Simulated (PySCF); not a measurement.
## Name the molecule from its bond curve

A diatomic of charge +1 contains Mg. Its doublet curve at PBE0 in a double-zeta basis (no relativity, PySCF), in eV from the separated fragments:

(R (Å), E (eV)): (1.583, -1.211), (1.657, -1.719), (1.730, -1.996), (1.786, -2.093), (1.841, -2.119), (1.896, -2.091), (1.970, -1.994), (2.062, -1.807), (2.172, -1.536), (2.320, -1.171)

The fit gives ωe = 711 cm⁻¹ and the rotational constant Bₑ = 0.5201 cm⁻¹.

Question: Which atom is the partner?

Answer: The minimum lies at 1.838 Å, so the reduced mass is 16.8576 u Å² cm⁻¹/(Bₑ·Re²) = 9.594 u. With Mg at 23.99 u the partner weighs about 16.0 u: O. The molecule is MgO⁺.

The state is the lowest determinant that a PBE0 search found; another state may lie lower at other levels.
